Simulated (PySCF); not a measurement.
Running PySCF for MgH

File input.py (PySCF 2.14):

```python
from pyscf import gto, scf
from pyscf.geomopt.geometric_solver import optimize

mol = gto.M(
    atom='Mg 0 0 0; H 0 0 1.675',
    basis='def2-svp',
    charge=0,
    spin=1,
    verbose=4,
)
mf = scf.UHF(mol)
mf.kernel()
mol_eq = optimize(mf, maxsteps=30)
print('optimised geometry (angstrom)')
print(mol_eq.tostring('raw'))
print('orbital energies (hartree):', [e[max(0, n-3):n+3].round(4) for e, n in zip(mf.mo_energy, mol.nelec)])
```

```bash
$ OMP_NUM_THREADS=1 python input.py
```

Output (some set-up lines and the per-cycle HOMO/LUMO lines with their warnings removed):

```
PySCF version 2.14.0

[INPUT] Symbol           X                Y                Z      unit          X                Y                Z       unit  Magmom
[INPUT]  1 Mg     0.000000000000   0.000000000000   0.000000000000 AA    0.000000000000   0.000000000000   0.000000000000 Bohr   0.0
[INPUT]  2 H      0.000000000000   0.000000000000   1.675000000000 AA    0.000000000000   0.000000000000   3.165291258646 Bohr   0.0

nuclear repulsion = 3.79112031703881
number of shells = 11
number of NR pGTOs = 43
number of NR cGTOs = 23
basis = def2-svp
ecp = {}

******** <class 'pyscf.scf.uhf.UHF'> ********
method = UHF
initial guess = minao
damping factor = 0
level_shift factor = 0
DIIS = <class 'pyscf.scf.diis.CDIIS'>
SCF conv_tol = 1e-09
SCF max_cycles = 50
number electrons alpha = 7  beta = 6
init E= -199.969008328326

cycle= 1 E= -200.056193865388  delta_E= -0.0872  |g|= 0.0764  |ddm|= 0.855
cycle= 2 E= -200.070017452089  delta_E= -0.0138  |g|= 0.0353  |ddm|= 0.23
cycle= 3 E= -200.074987781739  delta_E= -0.00497  |g|= 0.0118  |ddm|= 0.16
cycle= 4 E= -200.075655799842  delta_E= -0.000668  |g|= 0.00672  |ddm|= 0.0508
cycle= 5 E= -200.075888529518  delta_E= -0.000233  |g|= 0.00318  |ddm|= 0.0382
cycle= 6 E= -200.075944099419  delta_E= -5.56e-05  |g|= 0.000487  |ddm|= 0.0258
cycle= 7 E= -200.075945249778  delta_E= -1.15e-06  |g|= 6.9e-05  |ddm|= 0.00422
cycle= 8 E= -200.075945269195  delta_E= -1.94e-08  |g|= 1.19e-05  |ddm|= 0.000354
cycle= 9 E= -200.075945269631  delta_E= -4.35e-10  |g|= 2.69e-06  |ddm|= 8.61e-05
Extra cycle  E= -200.075945269651  delta_E= -2.07e-11  |g|= 1.34e-06  |ddm|= 1.84e-05
converged SCF energy = -200.075945269651  <S^2> = 0.75765754  2S+1 = 2.0076429
Create scanner for <class 'pyscf.grad.uhf.Gradients'>
Create scanner for <class 'pyscf.scf.uhf.UHF'>
input.py

Current date and time:

#|     Arguments passed to driver run_optimizer():      |#
customengine              <pyscf.geomopt.geometric_solver.PySCFEngine object>
logIni                    <dir>
maxiter                   30
----------------------------------------------------------
Custom engine selected.
Bonds will be generated from interatomic distances less than 1.20 times sum of covalent radii
6 internal coordinates being used (instead of 6 Cartesians)
Internal coordinate system (atoms numbered from 1):
Distance 1-2
Translation-X 1-2
Translation-Y 1-2
Translation-Z 1-2
Rotation-A 1-2
Rotation-B 1-2
Rotation-C 1-2
<class 'geometric.internal.Distance'> : 1
<class 'geometric.internal.TranslationX'> : 1
<class 'geometric.internal.TranslationY'> : 1
<class 'geometric.internal.TranslationZ'> : 1
<class 'geometric.internal.RotationA'> : 1
<class 'geometric.internal.RotationB'> : 1
<class 'geometric.internal.RotationC'> : 1
> ===== Optimization Info: ====
> Job type: Energy minimization
> Maximum number of optimization cycles: 30
> Initial / maximum trust radius (Angstrom): 0.100 / 0.300
> Convergence Criteria:
> Will converge when all 5 criteria are reached:
>  |Delta-E| < 1.00e-06
>  RMS-Grad  < 3.00e-04
>  Max-Grad  < 4.50e-04
>  RMS-Disp  < 1.20e-03
>  Max-Disp  < 1.80e-03
> === End Optimization Info ===

Geometry optimization cycle 1
Cartesian coordinates (Angstrom)
 Atom        New coordinates             dX        dY        dZ
  Mg   0.000000   0.000000   0.000000    0.000000  0.000000  0.000000
   H   0.000000   0.000000   1.675000    0.000000  0.000000  0.000000

WARN: Mole.unit (angstrom) is changed to Bohr

New geometry
   1 Mg     0.000000000000   0.000000000000   0.000000000000 AA    0.000000000000   0.000000000000   0.000000000000 Bohr
   2 H      0.000000000000   0.000000000000   1.675000000000 AA    0.000000000000   0.000000000000   3.165291258646 Bohr

******** <class 'pyscf.scf.hf.UHF_Scanner'> ********
method = UHF_Scanner
initial guess = minao
damping factor = 0
level_shift factor = 0
DIIS = <class 'pyscf.scf.diis.CDIIS'>
SCF conv_tol = 1e-09
SCF max_cycles = 50
number electrons alpha = 7  beta = 6
init E= -200.075945269651
cycle= 1 E= -200.075945269657  delta_E= -5.4e-12  |g|= 6.96e-07  |ddm|= 9.1e-06
Extra cycle  E= -200.075945269658  delta_E= -1.31e-12  |g|= 3.73e-07  |ddm|= 4.6e-06
converged SCF energy = -200.075945269658  <S^2> = 0.75765754  2S+1 = 2.0076429

******** <class 'pyscf.grad.rhf.Gradients_Scanner'> for <class 'pyscf.scf.hf.UHF_Scanner'> ********
unit = Eh/Bohr
--------------- UHF_Scanner gradients ---------------
         x                y                z
0 Mg     0.0000000000    -0.0000000000     0.0110020250
1 H    -0.0000000000     0.0000000000    -0.0110020250
----------------------------------------------
cycle 1: E = -200.07594527  dE = -200.076  norm(grad) = 0.0155592
Step    0 : Gradient = 1.100e-02/1.100e-02 (rms/max) Energy = -200.0759452697
Hessian Eigenvalues: 5.00000e-02 5.00000e-02 5.00000e-02 ... 5.00000e-02 5.00000e-02 1.10274e-01

Geometry optimization cycle 2
Cartesian coordinates (Angstrom)
 Atom        New coordinates             dX        dY        dZ
  Mg  -0.000000   0.000000  -0.026398   -0.000000  0.000000 -0.026398
   H   0.000000  -0.000000   1.701398    0.000000 -0.000000  0.026398
New geometry
   1 Mg    -0.000000000000   0.000000000000  -0.026397897683 AA   -0.000000000000   0.000000000000  -0.049884796884 Bohr
   2 H      0.000000000000  -0.000000000000   1.701397897683 AA    0.000000000000  -0.000000000000   3.215176055531 Bohr

******** <class 'pyscf.scf.hf.UHF_Scanner'> ********
method = UHF_Scanner
initial guess = minao
damping factor = 0
level_shift factor = 0
DIIS = <class 'pyscf.scf.diis.CDIIS'>
SCF conv_tol = 1e-09
SCF max_cycles = 50
number electrons alpha = 7  beta = 6
init E= -200.070448447637
cycle= 1 E= -200.076532008669  delta_E= -0.00608  |g|= 0.00276  |ddm|= 0.0177
cycle= 2 E= -200.076542271585  delta_E= -1.03e-05  |g|= 0.000708  |ddm|= 0.00546
cycle= 3 E= -200.076543633179  delta_E= -1.36e-06  |g|= 0.000398  |ddm|= 0.00283
cycle= 4 E= -200.076544369403  delta_E= -7.36e-07  |g|= 0.000208  |ddm|= 0.00252
cycle= 5 E= -200.076544627643  delta_E= -2.58e-07  |g|= 5.36e-05  |ddm|= 0.00176
cycle= 6 E= -200.076544641504  delta_E= -1.39e-08  |g|= 1.47e-05  |ddm|= 0.000491
cycle= 7 E= -200.076544642434  delta_E= -9.3e-10  |g|= 1.75e-06  |ddm|= 0.000173
Extra cycle  E= -200.076544642441  delta_E= -6.85e-12  |g|= 8.29e-07  |ddm|= 5.97e-06
converged SCF energy = -200.076544642441  <S^2> = 0.75913912  2S+1 = 2.0091183

******** <class 'pyscf.grad.rhf.Gradients_Scanner'> for <class 'pyscf.scf.hf.UHF_Scanner'> ********
unit = Eh/Bohr
--------------- UHF_Scanner gradients ---------------
         x                y                z
0 Mg    -0.0000000000    -0.0000000000     0.0013268733
1 H     0.0000000000     0.0000000000    -0.0013268733
----------------------------------------------
cycle 2: E = -200.076544642  dE = -0.000599373  norm(grad) = 0.00187648
Step    1 : Displace = 2.640e-02/2.640e-02 (rms/max) Trust = 1.000e-01 (=) Grad = 1.327e-03/1.327e-03 (rms/max) E (change) = -200.0765446424 (-5.994e-04) Quality = 1.092
Hessian Eigenvalues: 5.00000e-02 5.00000e-02 5.00000e-02 ... 5.00000e-02 5.00000e-02 9.69750e-02

Geometry optimization cycle 3
Cartesian coordinates (Angstrom)
 Atom        New coordinates             dX        dY        dZ
  Mg  -0.000000   0.000000  -0.030018    0.000000  0.000000 -0.003620
   H   0.000000  -0.000000   1.705018   -0.000000 -0.000000  0.003620
New geometry
   1 Mg    -0.000000000000   0.000000000000  -0.030018168197 AA   -0.000000000000   0.000000000000  -0.056726116654 Bohr
   2 H      0.000000000000  -0.000000000000   1.705018168197 AA    0.000000000000  -0.000000000000   3.222017375300 Bohr

******** <class 'pyscf.scf.hf.UHF_Scanner'> ********
method = UHF_Scanner
initial guess = minao
damping factor = 0
level_shift factor = 0
DIIS = <class 'pyscf.scf.diis.CDIIS'>
SCF conv_tol = 1e-09
SCF max_cycles = 50
number electrons alpha = 7  beta = 6
init E= -200.075683164605
cycle= 1 E= -200.076554398472  delta_E= -0.000871  |g|= 0.00038  |ddm|= 0.00242
cycle= 2 E= -200.076554600992  delta_E= -2.03e-07  |g|= 0.000103  |ddm|= 0.000759
cycle= 3 E= -200.076554630646  delta_E= -2.97e-08  |g|= 6.04e-05  |ddm|= 0.000398
cycle= 4 E= -200.07655464814  delta_E= -1.75e-08  |g|= 3.11e-05  |ddm|= 0.000379
cycle= 5 E= -200.076554654031  delta_E= -5.89e-09  |g|= 7.23e-06  |ddm|= 0.000271
cycle= 6 E= -200.076554654276  delta_E= -2.45e-10  |g|= 1.97e-06  |ddm|= 6.86e-05
Extra cycle  E= -200.076554654288  delta_E= -1.17e-11  |g|= 1.07e-06  |ddm|= 1.15e-05
converged SCF energy = -200.076554654288  <S^2> = 0.75937484  2S+1 = 2.009353

******** <class 'pyscf.grad.rhf.Gradients_Scanner'> for <class 'pyscf.scf.hf.UHF_Scanner'> ********
unit = Eh/Bohr
--------------- UHF_Scanner gradients ---------------
         x                y                z
0 Mg     0.0000000000     0.0000000000     0.0001418946
1 H    -0.0000000000    -0.0000000000    -0.0001418946
----------------------------------------------
cycle 3: E = -200.076554654  dE = -1.00118e-05  norm(grad) = 0.000200669
Step    2 : Displace = 3.620e-03/3.620e-03 (rms/max) Trust = 1.414e-01 (+) Grad = 1.419e-04/1.419e-04 (rms/max) E (change) = -200.0765546543 (-1.001e-05) Quality = 1.103
Hessian Eigenvalues: 5.00000e-02 5.00000e-02 5.00000e-02 ... 5.00000e-02 5.00000e-02 8.66045e-02

Geometry optimization cycle 4
Cartesian coordinates (Angstrom)
 Atom        New coordinates             dX        dY        dZ
  Mg  -0.000000   0.000000  -0.030452   -0.000000 -0.000000 -0.000434
   H   0.000000  -0.000000   1.705452    0.000000  0.000000  0.000434
New geometry
   1 Mg    -0.000000000000   0.000000000000  -0.030451675503 AA   -0.000000000000   0.000000000000  -0.057545326736 Bohr
   2 H      0.000000000000  -0.000000000000   1.705451675503 AA    0.000000000000  -0.000000000000   3.222836585382 Bohr

******** <class 'pyscf.scf.hf.UHF_Scanner'> ********
method = UHF_Scanner
initial guess = minao
damping factor = 0
level_shift factor = 0
DIIS = <class 'pyscf.scf.diis.CDIIS'>
SCF conv_tol = 1e-09
SCF max_cycles = 50
number electrons alpha = 7  beta = 6
init E= -200.076449955134
cycle= 1 E= -200.076554768514  delta_E= -0.000105  |g|= 4.55e-05  |ddm|= 0.000286
cycle= 2 E= -200.076554771438  delta_E= -2.92e-09  |g|= 1.26e-05  |ddm|= 9e-05
cycle= 3 E= -200.076554771881  delta_E= -4.43e-10  |g|= 7.51e-06  |ddm|= 4.7e-05
Extra cycle  E= -200.076554772033  delta_E= -1.52e-10  |g|= 5.7e-06  |ddm|= 2.12e-05
converged SCF energy = -200.076554772033  <S^2> = 0.75939665  2S+1 = 2.0093747

******** <class 'pyscf.grad.rhf.Gradients_Scanner'> for <class 'pyscf.scf.hf.UHF_Scanner'> ********
unit = Eh/Bohr
--------------- UHF_Scanner gradients ---------------
         x                y                z
0 Mg    -0.0000000000    -0.0000000000     0.0000013019
1 H     0.0000000000     0.0000000000    -0.0000013019
----------------------------------------------
cycle 4: E = -200.076554772  dE = -1.17745e-07  norm(grad) = 1.84119e-06
Step    3 : Displace = 4.335e-04/4.335e-04 (rms/max) Trust = 2.000e-01 (+) Grad = 1.302e-06/1.302e-06 (rms/max) E (change) = -200.0765547720 (-1.177e-07) Quality = 1.013
Hessian Eigenvalues: 5.00000e-02 5.00000e-02 5.00000e-02 ... 5.00000e-02 5.00000e-02 8.66045e-02
Converged! =D

    #| If this code has benefited your research, please support us by citing: |#
    #| Wang, L.-P.; Song, C.C. (2016) "Geometry optimization made simple with |#
    #| translation and rotation coordinates", J. Chem, Phys. 144, 214108.     |#
    #|                                     |#
optimised geometry (angstrom)
Mg         -0.00000000        0.00000000       -0.03045168
H           0.00000000       -0.00000000        1.70545168
orbital energies (hartree): [array([-2.3097, -0.4208, -0.2568,  0.0389,  0.0389,  0.1109]), array([-2.307 , -2.3026, -0.3754,  0.0249,  0.0675,  0.0675])]
```

In short: E(SCF) = -200.075945 Eh, 9 cycles, ⟨S²⟩ = 0.758, all at the start geometry; optimised bond 1.736 Å with E = -200.076555 Eh after 4 steps.

Hardware: Intel Xeon Platinum 8259CL @ 2.50GHz, 1 thread, shared host. Wall time 1.8 s.

The last line lists the levels of the start geometry. No search for the lowest solution was made.
